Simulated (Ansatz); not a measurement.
Complex (SMILES): F (HF) with F (HF), atoms 1 to 2 the first; geometry from NCB31 set, monomers rigid:
```xyz
4

F      1.3237    -0.0902     0.0000
H      1.7404     0.7334     0.0000
F     -1.4572     0.0193     0.0000
H     -0.5393    -0.0947     0.0001
```

Interaction energy at CCSD(T) with Ansatz (an electronic-structure program), kcal/mol, without and with the counterpoise correction (monomers among the partner's ghost functions). Cartesian d functions, on some or all atoms, in 6-31G*, 6-31+G*; all else is spherical. Cores are frozen. No added dispersion term, no relativity. Reference, counterpoise-corrected: Hartree-Fock in aug-cc-pVQZ plus the correlation part extrapolated as X^-3 from aug-cc-pVTZ and aug-cc-pVQZ, -4.61.

```
basis              functions  uncorrected  counterpoise  counterpoise correction  mean of both
-----------------  ---------  -----------  ------------  -----------------------  ------------
STO-3G                    12        -3.89          1.05                     4.94         -1.42
pcseg-0                   22        -9.67         -5.02                     4.65         -7.35
6-31G*                    34        -6.98         -4.62                     2.35         -5.80
pcseg-1                   38        -5.71         -4.11                     1.60         -4.91
6-31+G*                   42        -5.32         -4.11                     1.22         -4.72
def2-TZVP                 74        -4.74         -4.14                     0.60         -4.44
6-311++G(3df,3pd)        114        -5.09         -4.21                     0.88         -4.65
aug-pcseg-2              138        -4.93         -4.31                     0.62         -4.62
```

The corrected value lies nearer the reference in 6 of 8 rows.
